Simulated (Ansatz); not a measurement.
How far each method lies from UCCSDTQ for HSiC⁺, quintet

Geometry: that of the HSiC, quartet, kept fixed. The triplet lies 1.4 eV lower here.

```yaml
atoms:
  - { symbol: Si, position_ang: [0.0000, -0.0832, 0.5272] }
  - { symbol: C, position_ang: [0.0000, 0.0762, -1.3058] }
  - { symbol: H, position_ang: [0.0000, 1.4109, 0.8685] }
```

Basis cc-pVDZ; Ansatz 0.2.0. Correlated methods freeze the noble-gas cores, which leaves 8 electrons in 31 orbitals. R marks a restricted (for open shells ROHF) determinant, U an unrestricted one. Active spaces: valence = (8e, 9o) chosen from the atoms' valence shells.

Full CI isn't at hand for all of this; UCCSDTQ serves as the reference, and is uncertain by about the last step of the cluster series. The frozen core follows each run's orbitals, which can shift R against U totals by a few meV.

For open shells CISD is restricted-active-space CI with the open shells as a complete middle space.

```
UHF ⟨S²⟩                          : 6.015
T1 diagnostic (RCCSD)             : 0.0420
largest doubles amplitude (RCCSD) : 0.058
T1 diagnostic (UCCSD)             : 0.0371
```

```csv
level,E − E(RHF) (eV)
UHF,-0.1001
RMP2,-3.0174
UMP2,-3.0262
RCCSD,-3.8766
UCCSD,-3.8814
RCCSD(T),-3.9984
UCCSD(T),-4.0001
```

Question: Estimate how far UCCSDTQ in cc-pVDZ lies from RCCSD(T). The table doesn't fix it; the size of (T) and the diagnostics are the guide.

Answer: UCCSDTQ in cc-pVDZ lies 47 meV below RCCSD(T), which is 39 % of the (T) step (-122 meV). T1 is raised, and the rest is a large part of (T). The miss exceeds 1 kcal/mol.

The other levels:

```json
{"level": "CISD", "E − E(UCCSDTQ) (meV)": "293", "share of correlation (%)": "92.75", "wall time": "1.6 s"}
{"level": "BCCD(T)", "E − E(UCCSDTQ) (meV)": "45", "share of correlation (%)": "98.90", "wall time": "1.1 s"}
{"level": "RCCSDT", "E − E(UCCSDTQ) (meV)": "9", "share of correlation (%)": "99.78", "wall time": "–"}
{"level": "UCCSDT", "E − E(UCCSDTQ) (meV)": "7", "share of correlation (%)": "99.82", "wall time": "–"}
{"level": "RCCSDT(Q)", "E − E(UCCSDTQ) (meV)": "3", "share of correlation (%)": "99.94", "wall time": "6.5 s"}
{"level": "UCCSDT(Q)", "E − E(UCCSDTQ) (meV)": "1", "share of correlation (%)": "99.98", "wall time": "5.5 s"}
{"level": "RCCSDTQ", "E − E(UCCSDTQ) (meV)": "1", "share of correlation (%)": "99.97", "wall time": "22 s (H100)"}
{"level": "CASSCF (valence space)", "E − E(UCCSDTQ) (meV)": "2566", "share of correlation (%)": "36.56", "wall time": "–"}
{"level": "NEVPT2 (valence space)", "E − E(UCCSDTQ) (meV)": "674", "share of correlation (%)": "83.34", "wall time": "1.7 s"}
{"level": "MRCISD (valence space)", "E − E(UCCSDTQ) (meV)": "160", "share of correlation (%)": "96.04", "wall time": "–"}
{"level": "MRCISD+Q (valence space)", "E − E(UCCSDTQ) (meV)": "43", "share of correlation (%)": "98.94", "wall time": "3 s"}
```

The correlation energy at UCCSDTQ, counted from RHF, is -4.046 eV. That run took 18 s on 2 threads of AMD EPYC 7R13 with a shared H100 80 GB, shared host.

Times hold each run's SCF and search for its determinant on a shared host, so for small cases they say little of a method's own cost; rows without a card ran on 1 thread of AMD EPYC 7R13.

Natural occupations of CASSCF (valence space) about the gap: 1.974 1.957 1.007 0.999 0.996 0.985 0.030 0.028 0.024; effectively unpaired electrons, Σ n²(2−n)², 4.02.
